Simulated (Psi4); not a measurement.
Psi4 input (wB97X-D/6-31G*):

```
memory 1500 MB

molecule {
1 1
C    -0.00606224   -0.08532816   -1.27779952
C    -0.01196846    0.00039183   -0.00961282
H     0.06598111    0.81576917   -1.88655018
H    -0.09649583   -1.05817381   -1.76064226
O     0.10755480    0.07163896    1.20502751
H    -0.72173954    0.17891092    1.73144643
symmetry c1
no_reorient
no_com
}

set {
  basis 6-31G*
  reference rks
  scf_type pk
  dft_radial_points 99
  dft_spherical_points 590
  e_convergence 1e-8
  d_convergence 1e-7
  maxiter 150
}

e = energy('wb97x-d')
print_out(f'\nFINAL {e:.10f} DIPOLE {variable("CURRENT DIPOLE")[0]:.6f} {variable("CURRENT DIPOLE")[1]:.6f} {variable("CURRENT DIPOLE")[2]:.6f}\n')
```

From the last part of the output:

```
    One-Electron Energy =                -328.9051939244374694
    Two-Electron Energy =                 124.9728945004818286
    DFT Exchange-Correlation Energy =     -13.9732193113108476
    Empirical Dispersion Energy =          -0.0006840312378102
    VV10 Nonlocal Energy =                  0.0000000000000000
    Total Energy =                       -152.8027024502154063

Computation Completed

Properties will be evaluated at   0.000000,   0.000000,   0.000000 [a0]

Properties computed using the SCF density matrix

 Multipole Moments:

 ------------------------------------------------------------------------------------
     Multipole            Electronic (a.u.)      Nuclear  (a.u.)        Total (a.u.)
 ------------------------------------------------------------------------------------

 L = 1.  Multiply by 2.5417464519 to convert [e a0] to [Debye]
 Dipole X            :         -0.6962825           -0.0000001           -0.6962826
 Dipole Y            :          0.0568134           -0.0000000            0.0568134
 Dipole Z            :         -0.0529346            0.0000001           -0.0529346
 Magnitude           :                                                    0.7005992

 ------------------------------------------------------------------------------------

FINAL -152.8027024502 DIPOLE -0.696283 0.056813 -0.052935

*** Psi4 exiting successfully. Buy a developer a beer!
```

The dipole moment of an ion depends on the origin.
